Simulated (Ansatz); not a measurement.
in.yaml

```yaml
crystal:
  periodic: [false, false, false]
  atoms:
    - {symbol: P, position_ang: [0.000000, 0.000000, 0.000000]}
    - {symbol: H, position_ang: [0.000000, 0.000000, 1.428200]}
basis:
  gaussian: {orbitals: cc-pVTZ}
correlation: {method: fic_mrcisd_q, electrons: outside_noble_gas, active_space: {window: {electrons: 6, orbitals: 5}, shells: [{species: H, l: s, shell: 1}, {species: P, l: s, shell: 3}, {species: P, l: p, shell: 3}]}}
```

```sh
$ ansatz run in.yaml --threads 1 --pin off --events-out ev --progress --plain --max-ram 2393MiB
```

(1) Roughly how long does this take on 1 thread of Arm Neoverse V2, shared host, and how much host memory?

```
505 factors; integrals over basis functions are off by at most 2.4e-7 eV
mean field evaluation 1: about -9284.9271 eV, gradient 7.0e0 eV
mean field evaluation 2: about -9284.9278 eV, gradient 7.0e0 eV
mean field evaluation 4: about -9285.1599 eV, gradient 4.4e-1 eV
mean field evaluation 8: about -9285.1610 eV, gradient 3.4e-4 eV
mean field evaluation 16: about -9285.1610 eV, gradient 1.1e-6 eV
mean field -9285.16099123 eV, -341.2233727197 hartree, gradient 2.7e-6 eV, S^2 0.000000; 2 other end points of the search recorded, 0 dependent functions left out; unrestricted orbitals would lower it
reference -9285.16099123 eV, -341.2233727197 hartree; 8, 8 occupied and 40, 40 virtual orbitals, 505 factors
state -9286.24718487 eV, -341.2632895995 hartree
contracted CI cycle   1: correlation 0.00000000 eV, 0.0000000000 hartree, residual 1.44e1 eV
contracted CI cycle   2: correlation -3.20908405 eV, -0.1179316635 hartree, residual 3.12e0 eV
contracted CI cycle   3: correlation -3.36095765 eV, -0.1235129156 hartree, residual 7.35e-1 eV
contracted CI cycle   4: correlation -3.36854758 eV, -0.1237918402 hartree, residual 2.07e-1 eV
contracted CI cycle   5: correlation -3.36907619 eV, -0.1238112663 hartree, residual 6.31e-2 eV
contracted CI cycle   6: correlation -3.36912955 eV, -0.1238132274 hartree, residual 1.65e-2 eV
contracted CI cycle   7: correlation -3.36913327 eV, -0.1238133640 hartree, residual 4.75e-3 eV
contracted CI cycle   8: correlation -3.36913356 eV, -0.1238133747 hartree, residual 1.38e-3 eV
contracted CI cycle   9: correlation -3.36913359 eV, -0.1238133756 hartree, residual 3.84e-4 eV
state -9286.24718487 eV, -341.2632895995 hartree; corrected -9289.85990335 eV, -341.3960545551 hartree
Total energy: -9289.85990335 eV, -341.3960545551 hartree
Checks for a lower state left out: starts, orbital_swaps
```

Natural occupations: 1.9992 1.9762 1.0000 1.0000 0.0246.

Results:

(1) 0.78 s wall and 0.15 GiB.
